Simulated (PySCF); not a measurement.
A made-up structure of BSiNH₄, closed shell:

```csv
atom,x (Å),y (Å),z (Å)
B1,-1.1642,0.3961,-0.7626
Si2,1.1428,-1.2909,0.3855
N3,0.4343,0.1544,0.4110
H4,-1.5244,-0.5283,-1.4222
H5,-1.7581,1.4304,-0.8175
H6,0.7477,0.9406,0.9804
H7,2.2845,-1.5405,1.1922
```

It is relaxed with PBE-D4/def2-SVP and then PBE0-D4/def2-TZVP (PySCF 2.14 with density fitting (its default auxiliary sets; JK sets also for MP2 and CCSD(T))). Atoms count as bonded within 1.22 times the sum of their covalent radii (H–H: 0.88 Å). The end point is not checked to be a true minimum.

Task: Does its bonding change? (A judgement: the text doesn't fix the answer.)

Result: Computed: Yes. Formed: B1–N3; broken: none.

Where it ends: The first stage lowers the energy by 3.35 eV in 15 steps. It ends as BSiNH₄ ([BH2][NH][SiH]):
```csv
atom,x (Å),y (Å),z (Å)
B1,-0.9099,0.4276,-0.5543
Si2,0.9247,-1.5438,0.1040
N3,0.2281,0.0539,0.1970
H4,-1.4010,-0.3921,-1.2752
H5,-1.3574,1.5337,-0.4617
H6,0.6362,0.7528,0.8033
H7,2.0454,-1.2505,1.1119
```

Labels in which every atom is bracketed show which atoms are joined, not bond orders.

For scale, one of the runs: PBE0-D4/def2-TZVP relaxation, 123 basis functions, launched by `OMP_NUM_THREADS=2 python run.py`. Time: 39 s of wall clock on 2 CPU threads of a Oxide Virtual Turin-like; the host was shared. Peak host memory: 1.2 GiB.
